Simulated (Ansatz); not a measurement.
**Mg₂H, doublet in cc-pVDZ: errors against full CI**

Geometry: a PBE0/def2-TZVP stationary point for this spin, not checked as a minimum.

| atom | x (Å) | y (Å) | z (Å) |
| --- | --- | --- | --- |
| Mg | 0.0000 | 0.0000 | 0.4375 |
| Mg | 0.0000 | 0.0000 | -2.6108 |
| H | 0.0000 | 0.0000 | 2.1733 |

Basis cc-pVDZ; Ansatz 0.2.0. Only valence electrons are correlated (noble-gas cores frozen), which leaves 5 electrons in 31 orbitals. R marks a restricted (for open shells ROHF) determinant, U an unrestricted one. Active spaces: valence = (5e, 9o) chosen from the atoms' valence shells; pair = (3e, 3o) about the gap. The metal's outer-core shells are frozen, which leaves out core–valence correlation.

Full CI is exact within this basis and frozen core; it isn't the basis-set limit. The frozen core follows each run's orbitals, which can shift R against U totals by a few meV.

For open shells CISD is restricted-active-space CI with the open shells as a complete middle space.

* UHF ⟨S²⟩: 0.791
* T1 diagnostic (RCCSD): 0.0518
* largest doubles amplitude (RCCSD): 0.073
* T1 diagnostic (UCCSD): 0.0285

```tsv
level	E − E(full CI) (meV)	share of correlation (%)	wall time
RHF	2075	0.00	–
UHF	1981	4.51	–
RMP2	661	68.13	–
UMP2	640	69.13	–
CISD	149	92.81	0.69 s
RCCSD	61	97.06	–
UCCSD	53	97.43	–
RCCSD(T)	19	99.07	1.9 s
UCCSD(T)	18	99.14	2.2 s
BCCD(T)	18	99.13	1.3 s
RCCSDT	2	99.90	–
UCCSDT	1	99.93	–
RCCSDT(Q)	1	99.97	4.1 s
UCCSDT(Q)	0	99.99	4.7 s
CASSCF (pair space)	1658	20.09	–
NEVPT2 (pair space)	627	69.78	0.81 s
MRCISD (pair space)	122	94.14	–
MRCISD+Q (pair space)	-14	100.66	0.93 s
CASSCF (valence space)	730	64.84	–
NEVPT2 (valence space)	280	86.49	2.8 s
MRCISD (valence space)	26	98.75	–
MRCISD+Q (valence space)	8	99.60	4.4 s
```

The correlation energy at full CI, counted from RHF, is -2.075 eV. That run took 6.5 s on 1 thread of Arm Neoverse V1, shared host over 528,487 determinants.

Times hold each run's SCF and search for its determinant on a shared host, so for small cases they say little of a method's own cost; they ran on 1 thread of Arm Neoverse V1. Some runs computed forces too.

More than 5 meV below full CI, which no variational method can be: MRCISD+Q (pair space).

The full-CI state has the irrep A1 of C2v, in the program's axes (one component, if the state is degenerate).

Natural occupations of full CI about the gap: 1.946 1.879 0.976 0.039 0.037 0.037 0.017 0.014 0.014 0.010; effectively unpaired electrons, Σ n²(2−n)², 1.08.
